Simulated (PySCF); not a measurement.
**NMR data sheet: N-Methyl Propargyl Amine**

```
Formula                               : C4H7N
SMILES                                : C#CCNC
Point group of the computed structure : C1
Degrees of unsaturation               : 2
Carbon signals                        : 4
Proton signals                        : 4
```

Structure with atom numbers: `[CH:1]#[C:2][CH2:3][NH:4][CH3:5]`. Hydrogens are named by the atom that carries them.

PySCF 2.14.0 with density-fitted response routines calculation with geometry from PBE0-D3(BJ)/def2-SVP, couplings computed with B3LYP/pcJ-1 (spin–dipole term only in couplings to heteroatoms) and PBE/pcSseg-2 with gauge-including orbitals; gas phase, one conformer, non-relativistic, fast rotation and ring inversion assumed for equivalent nuclei.

Referencing at the same level of theory: 1H (σ = 31.18 ppm) and 13C (σ = 179.39 ppm) against TMS; NH3 for 15N (σ = 261.04 ppm).

```tsv
carbon	δC, type	δH (multiplicity, J in Hz)	HMBC from (abs. J ≥ 3 Hz)	span of the C tensor (ppm)
C1	73.5, CH	1.71 (t, 3.9)	H(C3)	212
C2	88.2, C	–	H(C3), H(C1)	304
C3	47.0, CH2	3.53 (d, 3.9)	H(C5), H(C1)	58
C5	40.2, CH3	2.55 (s)	–	70
```

Other nuclei:
```json
{"atoms": "H(N4)", "nucleus": "1H", "environment": "hydrogen on an amine nitrogen", "δ (ppm)": "0.04", "σ (ppm)": "31.14"}
{"atoms": "N4", "nucleus": "15N", "environment": "amine nitrogen", "δ (ppm)": "49.6", "σ (ppm)": "211.4"}
```

Selected couplings (Hz, signed; the shortest-range and largest first, 30 at most; isotopes 13C, 1H, 15N): 1J(C1,H(C1)) 272.4, 1J(C1,C2) 198.5, 1J(C3,H(C3)) 139.8, 1J(C5,H(C5)) 137.7, 1J(C2,C3) 80.0, 1J(C3,N4) -6.2, 1J(N4,C5) -5.2, 2J(C1,C3) 12.8, 2J(N4,H(C5)) -1.8, 2J(C2,N4) -1.7, 2J(N4,H(C3)) -1.4, 3J(C2,C5) 9.2, 3J(C1,N4) -1.7, 4J(H(C1),H(C3)) -3.9, 4J(N4,H(C1)) 1.3.

1. Carbon types of the structure: 1 × C, 1 × CH, 1 × CH2, 1 × CH3, leaving 1 H on heteroatoms.
2. δC 88.2: alkyne carbon; the triple bond shields along its axis, which puts it between sp3 and sp2 carbons.
3. δC 73.5: terminal alkyne carbon; sp carbons lie upfield of alkene carbons because the cylindrical π system leaves one tensor component strongly shielded.
4. δC 40.2: methyl carbon bonded to N; deshielded by the electronegative neighbour.
5. δH 3.53: hydrogen on a propargylic sp3 CH2 bonded to N; its carbon carries N, which withdraws density.
6. δH 0.04: hydrogen on an amine nitrogen; exchangeable; this is the value without hydrogen bonding to other molecules.

OH and NH positions are those of a molecule without intermolecular hydrogen bonds; in solution they move with solvent, concentration and temperature, and exchange usually removes their couplings. Multiplet labels drop couplings under 1 Hz and merge nearly equal ones. Shifts are as computed, not scaled to solution data. Of 1211 compounds with measured shifts, 218 miss one by over three times the rms of a fit or turn the order of signals round; such compounds aren't used in these exercises. Couplings to exchangeable protons are dropped. Experimental scales use liquid or dissolved standards, which lie at an offset from isolated NH3 (liquid NH3: subtract about 20 ppm).
